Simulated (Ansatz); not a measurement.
The first iterations of a band of CH₄BF (7 atoms, charge 0, multiplicity 1).

Level of theory: RKS r2SCAN-D4/6-31G* in Ansatz 0.2.0.

* movable images: 4
* climbing image: no
* spring: 5.0 eV/Å²
* optimiser: quadratic models (default)
* start path: IDPP
* force threshold: 0.03 eV/Å
* iteration limit: 60
* end points: relaxed

Image 0:

```xyz
7
Properties=species:S:1:pos:R:3
B -0.723 0.111 -0.532
C 0.531 -0.078 0.362
F 0.682 -1.349 0.918
H -1.505 -0.772 -0.726
H -0.885 1.190 -1.032
H 0.518 0.666 1.181
H 1.442 0.164 -0.217
```

Image 5:

```xyz
7
Properties=species:S:1:pos:R:3
B -0.722 0.111 -0.533
C 0.531 -0.078 0.363
F 0.688 -1.352 0.909
H -0.892 1.194 -1.021
H -1.497 -0.775 -0.739
H 0.513 0.659 1.188
H 1.441 0.173 -0.214
```

| iteration | highest image above the first end (eV) | largest band force component (eV/Å) |
| --- | --- | --- |
| 1 | 0.454 | 1.833 |
| 2 | 0.334 | 0.604 |

Question: Does the band converge within its limit, and where does its top end?

Answer: The run converged. It ended after 7 iterations with the highest image 0.256 eV above the first end. No image climbed, so the highest image needn't sit at the top of the path.

Time of the run: 27 s on 1 thread of Intel(R) Xeon(R) 6975P-C (Granite Rapids), with other jobs on the host, peak memory 0.11 GiB.
